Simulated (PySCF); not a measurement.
**Exercise with solution: oscillator strength and radiative lifetime**

ozone (O3), SMILES [O-][O+]=O.

Geometry optimised at PBE0-D3(BJ)/def2-TZVP. The molecule may have multireference character, which single-reference levels describe poorly.

PySCF with TDA-PBE/def2-TZVPD puts the first singlet state with f over 0.02 at 6.79 eV (vertical), with the transition dipole (0.000, -0.961, 0.000) in atomic units.

Find the oscillator strength, the wavelength and the radiative lifetime that this transition would have in vacuum if emission retraced absorption.


|μ|² = 0.9235 au, so |μ| = 2.44 D. ΔE = 6.79/27.211 = 0.2495 hartree. f = (2/3) ΔE |μ|² = 0.154 (the program prints 0.154).
λ = 1239.84/6.79 = 183 nm; ν = 54765 cm⁻¹.
Einstein's coefficient A = 0.6670 ν² f s⁻¹ (ν in cm⁻¹) = 3.1e8 s⁻¹, so τ = 1/A = 3.3 ns. This state is S3; the lower singlets have f = 0.000, 0.000. The figure is the radiative limit of this one transition; relaxation, internal conversion, crossing to triplets and a medium change what is measured.
